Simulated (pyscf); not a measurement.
Thermochemistry of product channels of PH₃ + OH• on the doublet surface, in eV, from ωB97M-D3(BJ)/def2-TZVP energies (ideal gas, 1 atm, RRHO with modes under 100 cm⁻¹ raised to 100, one conformer, R ln 2 for rigid chiral ones). Optimised with ωB97X-D3(BJ)/def2-SVP in PySCF.

```tsv
products	ΔE	ΔH(298 K)	ΔG(298 K)	ΔG(600 K)
PH [triplet] + H₂O + H•	+2.05	+1.96	+1.61	+1.25
HO–PH₂ + H•	-0.26	-0.30	-0.23	-0.15
HO–PH• + H₂	-1.39	-1.41	-1.38	-1.37
•O–PH₂ + H₂	-1.03	-1.11	-1.08	-1.05
PH₂• + H₂ + O [triplet]	+3.71	+3.52	+3.19	+2.83
PH₂• + H₂O	-1.49	-1.41	-1.45	-1.49
```

These are energies of the channels, which say nothing of barriers. Left out: orbital degeneracy and the spin-orbit lowering of OH, O.
